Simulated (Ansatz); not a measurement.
**Silane (SiH₄): small, medium and large basis sets**

An exercise on one series of results from a longer session: the logs are not shown, and one member is left open.

Computed with Ansatz 0.2.0, Gaussian basis. Level: one geometry, several basis sets.

Levels to be run: PBE0-D4/def2-SVP; ωB97M-V/def2-SVP; PBE0-D4/def2-QZVPP; ωB97M-V/def2-QZVPP; CCSD(T)/cc-pV(D+d)Z; CCSD(T)/cc-pV(T+d)Z; CCSD(T)/cc-pV(Q+d)Z; the functionals' def2-TZVPP values are taken from earlier runs.

### The relaxed structure

An earlier PBE0-D4 in a triple-zeta def2 set relaxation fixed the geometry.

SMILES `[SiH4]`, 5 atoms, charge 0, spin multiplicity 1.

Atoms are counted from 1 here; the program's logs count them from 0.

Bond lengths: Si1–H2 1.485 Å, Si1–H3 1.485 Å, Si1–H4 1.485 Å, Si1–H5 1.485 Å. Angles: H2–Si1–H3 109.5°, H2–Si1–H4 109.5°, H2–Si1–H5 109.5°, H3–Si1–H4 109.5°, H3–Si1–H5 109.5°, H4–Si1–H5 109.5°.

Geometry (Å):

```
Si    0.0000    0.0000   -0.0001
H     0.9676   -0.6884    0.8909
H    -1.3310    0.0449    0.6560
H    -0.1051   -0.7403   -1.2826
H     0.4685    1.3838   -0.2642
```

The first run:

in.yaml

```yaml
crystal:
  periodic: [false, false, false]
  atoms:
    - {symbol: Si, position_ang: [-0.000002, 0.000025, -0.000066]}
    - {symbol: H, position_ang: [0.967630, -0.688444, 0.890873]}
    - {symbol: H, position_ang: [-1.331043, 0.044935, 0.655998]}
    - {symbol: H, position_ang: [-0.105079, -0.740349, -1.282645]}
    - {symbol: H, position_ang: [0.468493, 1.383843, -0.264159]}
basis:
  gaussian: {orbitals: def2-SVP}
hamiltonian: {xc: pbe0, dispersion: d4}
output: {orbitals: {seedname: orbitals}}
```

Started as:

```
ansatz run in.yaml --threads 2 --pin off --events-out ev --progress --plain --max-ram 32768MiB --backend cpu
```

Among the steps run: PBE0-D4 in def2-SVP; ωB97M-V in def2-SVP; PBE0-D4 in def2-QZVPP; ωB97M-V in def2-QZVPP.

One table of the session follows, with a row left open; its other results are not shown here.

| functional | basis | HOMO (eV) | LUMO (eV) |
| --- | --- | --- | --- |
| PBE0-D4 | def2-SVP | -9.85 | 1.50 |
| PBE0-D4 | def2-TZVPP | -9.86 | 1.06 |
| PBE0-D4 | def2-QZVPP | ? | ? |
| ωB97M-V | def2-SVP | -12.08 | 3.42 |
| ωB97M-V | def2-TZVPP | -12.14 | 2.71 |
| ωB97M-V | def2-QZVPP | -12.14 | 2.16 |

**Question.** Estimate the row for PBE0-D4, def2-QZVPP.

The run gave: HOMO (eV): -9.86; LUMO (eV): 0.86.
